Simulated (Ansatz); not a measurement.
Relaxation of BH$_{5}$OS (8 atoms, charge 0, multiplicity 1), to a largest force component of 0.03 eV/Å in at most 50 steps.

Level of theory: Ansatz, RKS PBE-D4/def2-mTZVP.

```xyz
8
Properties=species:S:1:pos:R:3
B 0.083 0.599 -0.163
O -0.193 -0.417 2.218
H -1.086 -0.808 2.269
H 1.156 0.117 -0.364
H -0.950 0.107 -0.511
S -0.046 2.341 0.476
H 1.279 2.536 0.748
H -0.350 0.555 2.346
```

Problem. Where does it end, and by what steps?

Solution. It converged. After 8 steps the energy has fallen by 0.249 eV; O2 moved furthest, 0.44 Å. Joined: B1–O2 (2.60 → 1.75 Å).

| step | energy less start (eV) | largest force component (eV/Å) | accepted |
| --- | --- | --- | --- |
| 0 | 0.0000 | 0.821 | yes |
| 1 | -0.0450 | 1.327 | yes |
| 2 | -0.1276 | 1.467 | yes |
| 3 | -0.2013 | 0.618 | yes |
| 4 | -0.2384 | 0.181 | yes |
| 5 | -0.2470 | 0.103 | yes |
| 6 | -0.2460 | 0.135 | no |
| 7 | -0.2482 | 0.050 | yes |
| 8 | -0.2486 | 0.014 | yes |

```xyz
8
Properties=species:S:1:pos:R:3
B 0.016 0.444 0.217
O -0.130 -0.218 1.829
H -0.982 -0.700 1.864
H 1.071 0.012 -0.155
H -0.989 0.042 -0.317
S -0.070 2.300 0.521
H 1.259 2.528 0.729
H -0.283 0.621 2.332
```

Time of the run: 22 s on 1 thread of Arm Neoverse V1, on a shared host, peak memory 0.13 GiB.
